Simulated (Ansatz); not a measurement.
## A basis-limit estimate, worked out

An elementary step of CH7AlSi, closed shell (CH₇AlSi ([CH3][AlH][SiH3]) → CH₃Al ([CH3][Al]) + SiH₄; Al–Si, Al–H broken or loosened, Si–H formed or tightened). “Start” and “end” are the PBE0-D4/def2-TZVP structures reached by relaxing down either side of its saddle point, with the molecules still in contact.

Computed with Ansatz 0.2.0 (basis: def2-TZVPP and def2-QZVPP); correlated methods freeze the cores.

Energies in eV:

| quantity | end | start |
| --- | --- | --- |
| Hartree–Fock, triple zeta (X = 3) | -15586.00092 | -15587.05720 |
| Hartree–Fock, quadruple zeta (X = 4) | -15586.48790 | -15587.54837 |
| MP2 correlation, X = 3 | -10.61404 | -10.66018 |
| MP2 correlation, X = 4 | -11.30740 | -11.37552 |
| CCSD(T) correlation, X = 3 | -12.55813 | -12.53440 |

Question: Work out the step energy at the basis limit: extrapolate Hartree–Fock as E(X) = E∞ + A exp(−7.88 √X) and the MP2 correlation as E(X) = E∞ + B X^−2.97 (the exponents that Neese and Valeev fitted for def2-TZVPP and QZVPP), then add CCSD(T) − MP2 in triple zeta.

Answer: Each step is linear, so take the differences first (end − start): Hartree–Fock 1.05628 (X = 3) and 1.06047 (X = 4); MP2 correlation 0.04614 and 0.06812; CCSD(T) correlation -0.02373.
Two points give E∞ = E(4) + w [E(4) − E(3)], with w = 1/(exp(7.88 (2 − √3)) − 1) = 0.1377 for Hartree–Fock and w = 1/((4/3)^2.97 − 1) = 0.7407 for the correlation.
Hartree–Fock: 1.06047 + 0.1377 × 0.00419 = 1.0610 eV.
MP2 correlation: 0.06812 + 0.7407 × 0.02198 = 0.0844 eV.
CCSD(T) − MP2: -0.02373 − 0.04614 = -0.0699 eV.
Sum: 1.0610 + 0.0844 + (-0.0699) = 1.0755 eV, or 24.80 kcal/mol. Plain CCSD(T) in triple zeta gives 1.0326 eV, so the larger basis shifts the result by 0.0429 eV.

T1 diagnostic: at most 0.015. The restricted Hartree–Fock reference is unstable towards an unrestricted one at one or more of these structures.

Losses and insertions of silylenes and their heavier kin drive the gas-phase chemistry of silicon and germanium vapour deposition.

Labels in which every atom is bracketed show which atoms are joined, not bond orders.

For scale, one of the runs: CCSD(T)/def2-TZVPP, 213 basis functions, launched by `ansatz run in.yaml --threads 2 --pin off --events-out ev --progress --plain --max-ram 4352MiB`. Time: 49 s of wall clock on 2 CPU threads of an Intel Xeon Platinum 8488C; the host was shared. Peak host memory: 2.7 GiB.
